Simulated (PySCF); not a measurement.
# Löwdin shares of the frontier orbitals

C₄H₇N.
Structure used (PBE0-D3(BJ)/def2-SVP), in Å, numbered top down from 1:
```xyz
12
C4H7N angstrom
N      2.0161   -0.8064   -0.2564
C      0.8579   -0.3496   -0.0599
C      0.1811    1.0153   -0.0931
C     -1.1801    0.2921    0.0563
C     -0.4461   -1.0585    0.2464
H      2.6670   -0.0420   -0.4687
H      0.4565    1.6501    0.7651
H      0.3406    1.5984   -1.0142
H     -1.7940    0.3309   -0.8544
H     -1.7975    0.6202    0.9035
H     -0.4817   -1.4587    1.2724
H     -0.7041   -1.8745   -0.4460
```

Method: TDDFT CAM-B3LYP/def2-SVPD, vertical, gas phase, core orbitals frozen in the response (PySCF).

Kohn–Sham orbitals with the atoms that hold most of them (Löwdin shares over 4%, at most four atoms; ? is withheld):

```csv
orbital,ε (eV),atoms
LUMO+2,1.82,"C4 16%, H6 14%, H9 11%, H10 11%"
LUMO+1,1.39,"C3 19%, C4 15%, C2 11%, H8 11%"
LUMO,0.94,?
HOMO,?,"N1 52%, C2 15%, C3 12%, C5 8%"
HOMO-1,-9.84,?
HOMO-2,-10.94,"C3 25%, C4 24%, C5 18%, C2 6%"
HOMO-3,-11.34,"C4 31%, C5 28%, C2 12%, H10 10%"
```

(1) Which atoms hold the LUMO, and with what shares?

(2) Give the leading atoms of the HOMO-1.

(3) What is the HOMO energy, and the HOMO–LUMO gap?

Answers

(1) C2 (bonded to 2 C and N) 29%; N1 (bonded to C and H) 26%; C3 (bonded to 2 C and 2 H) 9%; C5 (bonded to 2 C and 2 H) 8%. By element: carbon 46% or more, nitrogen 26%.

(2) N1 (bonded to C and H) 40%; C2 (bonded to 2 C and N) 22%; C5 (bonded to 2 C and 2 H) 8%; C3 (bonded to 2 C and 2 H) 7%. By element: nitrogen 40%, carbon 36% or more.

(3) ε(HOMO) = -8.76 eV; the gap is 9.70 eV (0.3565 hartree).

Q: The HOMO–LUMO gap is 9.70 eV. Where does the response calculation put the lowest singlet, and from which orbitals?

A: S1 is at 5.29 eV (f = 0.0026), 4.41 eV below the gap, made of HOMO→LUMO (94%). Without the coupling terms of the response equations the lowest excitation would equal the gap.

Q: One configuration dominates each of S1, S3, S5 and S6. Which, and how do the shares of the two leading atoms of either orbital change from the occupied to the empty one?

A: 
- S1 (5.29 eV, f 0.0026), HOMO→LUMO (94%): N1 52% → 26%, C2 15% → 29%
- S3 (7.72 eV, f 0.163), HOMO-1→LUMO (86%): N1 40% → 26%, C2 22% → 29%
- S5 (7.91 eV, f 0.0040), HOMO-2→LUMO (76%): C3 25% → 9%, C4 24% → at most 9%, C2 6% → 29%, N1 at most 7% → 26%
- S6 (8.14 eV, f 0.0015), HOMO-1→LUMO+1 (71%): N1 40% → at most 11%, C2 22% → 11%, C3 7% → 19%, C4 at most 7% → 15%

Löwdin shares depend on the basis, the more so with diffuse functions.

Time: 45 s wall; peak memory 0.70 GiB. Hardware: an Arm Neoverse V1 with one thread, no GPU, on a shared host.
